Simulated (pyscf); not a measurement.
Homolytic dissociation enthalpies at 298 K of Cl–Ge, Cl–Si, F–Ge, F–Si bonds in 8 gas-phase molecules, in kJ/mol. Single points on ωB97X-D3(BJ)/def2-SVP structures (PySCF, gas phase). Correlated levels are frozen-core, on RHF or UHF. ΔMP2 is the change of the MP2 total energy from the triple- to the quadruple-zeta basis. Both columns use the same structures and thermal terms. Rows were drawn at random from the closed-shell molecules with such a bond whose radicals are computed, keep their shape and have no isomer in the data more than 5 kcal/mol lower.

```csv
row,molecule,radicals,r²SCAN/def2-TZVP,CCSD(T)/def2-TZVPP + ΔMP2(QZVPP)
1,H₃C–SiH(Cl)–Cl,H₃C–SiH•–Cl + Cl•,463.3,472.0
2,HO–Si(OH)(F)–F,HO–Si•(OH)–F + F•,669.1,690.5
3,F–Si(Cl)(Cl)–Cl,F• + Cl–Si•(Cl)–Cl,626.8,647.3
4,HS–GeH₂–Cl,HS–GeH₂• + Cl•,395.5,404.3
5,H₂N–SiH(Cl)–Cl,H₂N–SiH•–Cl + Cl•,462.1,?
6,H₂N–Si(F)(Cl)–Cl,H₂N–Si•(Cl)–Cl + F•,636.5,657.6
7,F–GeH(F)–F,F• + F–GeH•–F,534.6,555.8
8,HO–SiH(OH)–Cl,HO–SiH•–OH + Cl•,485.5,494.0
```

Problem. Fit a line that carries the r²SCAN values to the last column and predict row 5.

Solution. In the 7 complete rows the last column lies 8.5 to 21.4 kJ/mol from r²SCAN (mean 15.7, median 20.5). Least squares gives y = -16.9 + 1.06·x with residuals of 3.0 kJ/mol (root mean square). For row 5: -16.9 + 1.06 × 462.1 = 472.9 kJ/mol. The computed value is 472.6 kJ/mol, 0.3 under the line. The CCSD(T) − MP2 part came from Ansatz, without density fitting, on the same reference. The frozen core leaves the outer d or s,p core shells of the metals and heavy elements correlated in the MP2 and CC values, and def2-TZVPP describes them poorly, which can shift differences by a few kcal/mol. Left out: the spin-orbit lowering of Cl, F. Elements up to Kr have no core potential and no relativistic terms here.
